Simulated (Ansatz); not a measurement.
**HCBe, doublet: reading a ladder of total energies**

Geometry: a point of a breathe scan, not a stationary point.

```xyz
3

C     0.0000    0.0000    0.3146
Be    0.0000    0.0000   -2.5115
H     0.0000    0.0000    2.1968
```

Basis 6-31G; Ansatz 0.2.0. Only valence electrons are correlated (noble-gas cores frozen), which leaves 7 electrons in 18 orbitals. Prefix R: restricted or restricted open-shell reference.

Full CI is exact within this basis and frozen core; it isn't the basis-set limit.

Runs differ by some tens of microhartree through their thresholds and, for an open shell, their frozen cores, so steps under 0.03 kcal/mol mean nothing.

```tsv
level	total energy (hartree)
RHF	-52.712467
RMP2	-52.799898
RCCSD	-52.858061
RCCSD(T)	-52.860961
RCCSDT	-52.861783
RCCSDT(Q)	-52.861894
RCCSDTQ	-52.861926
full CI	-52.861930
```

**Question.** What is the correlation energy at full CI, and what share of it do RMP2 and RCCSD recover?

**Answer.** E(corr) = -52.861930 − (-52.712467) = -0.149463 hartree = -4.067 eV. RMP2: -0.087431 / -0.149463 = 58.50 %. RCCSD: -0.145594 / -0.149463 = 97.41 %.

**Question.** By how many kcal/mol does RCCSD(T) miss full CI (1 hartree = 627.509 kcal/mol), and which steps make up the rest?

**Answer.** -52.860961 − (-52.861930) = 0.000969 hartree = 0.61 kcal/mol. Steps: RCCSDT − RCCSD(T) = -0.52, RCCSDT(Q) − RCCSDT = -0.07, RCCSDTQ − RCCSDT(Q) = -0.02, full CI − RCCSDTQ = 0.00 kcal/mol. That is within 1 kcal/mol of the reference in this basis, which itself misses far more of the correlation at the basis-set limit.
